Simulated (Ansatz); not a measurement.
Input for Ansatz (development build ahead of 0.2.0):

```yaml
crystal:
  periodic: [false, false, false]
  atoms:
    - { symbol: C, position_ang: [0.02849, 1.17991, 0.69642] }
    - { symbol: C, position_ang: [0.60214, 0.22385, 1.20824] }
    - { symbol: C, position_ang: [-0.64679, 1.20694, -0.51409] }
    - { symbol: C, position_ang: [0.71312, -1.06172, 0.70158] }
    - { symbol: C, position_ang: [-0.59686, -0.04855, -1.11862] }
    - { symbol: C, position_ang: [0.06367, -1.14922, -0.52882] }
    - { symbol: H, position_ang: [-1.15362, 2.05076, -0.95989] }
    - { symbol: H, position_ang: [1.21726, -1.90201, 1.15628] }
    - { symbol: H, position_ang: [-1.08263, -0.19076, -2.07627] }
    - { symbol: H, position_ang: [0.06079, -2.09569, -1.05545] }
basis:
  gaussian: { orbitals: def2-SVP }
magnetization:
  spin_polarized: true
  initial_magnetization: 2
hamiltonian:
  xc: hf
output:
  forces: true
```

The input is written out in the form of the current development build from the run's settings.

The run gave:

- Converged: yes
- Total energy: -229.18576 hartree
- Spin squared of the determinant: 2.283
- Stability test: minimum

Forces (eV/Å):
| atom | Fx | Fy | Fz |
| --- | --- | --- | --- |
| C1 | -5.467 | 10.872 | -3.916 |
| C2 | 6.355 | -9.132 | 6.496 |
| C3 | 0.293 | -1.899 | -0.498 |
| C4 | -0.935 | 0.497 | -1.441 |
| C5 | -0.401 | 0.179 | -0.628 |
| C6 | 0.067 | -0.685 | -0.234 |
| H7 | 0.088 | 0.081 | 0.190 |
| H8 | 0.034 | 0.181 | 0.154 |
| H9 | 0.024 | -0.111 | -0.025 |
| H10 | -0.057 | 0.017 | -0.097 |

Caution: another spin multiplicity may lie lower; the unrestricted determinant is spin contaminated.
